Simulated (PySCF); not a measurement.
# Beryllium: a sound run and one with changed settings

Sound run: Be [He] 2s2, Be+ [He] 2s1. Calculation: PySCF 2.14, in x2c-TZVPall; scalar relativity by spin-free X2C-1e. The sound run starts from symmetry-adapted Hartree-Fock orbitals and uses a fine grid where one is needed.

Changed run: radial step 1.2 in ln r (0.13 in the sound run). This setting is unsound on purpose.

| species | method | sound run (hartree) | changed run (hartree) | converged |
| --- | --- | --- | --- | --- |
| Be | UHF | -14.57508 | -14.57508 | yes |
| Be | M06-L | -14.66401 | -14.67362 | yes |
| Be | M06-2X | -14.66752 | -14.68632 | yes |
| Be+ | UHF | -14.27950 | -14.27950 | yes |
| Be+ | M06-L | -14.33648 | -14.39319 | yes |
| Be+ | M06-2X | -14.33438 | -14.34733 | yes |

Ionisation energy of Be:

```tsv
method	sound run (eV)	changed run (eV)
UHF	8.043	8.043
M06-L	8.913	7.631
M06-2X	9.065	9.224
```

A coarse radial grid mis-integrates the density and the exchange-correlation energy, with errors of either sign; Hartree-Fock needs no grid.

For comparison, NIST gives 9.323 eV between the lowest levels.
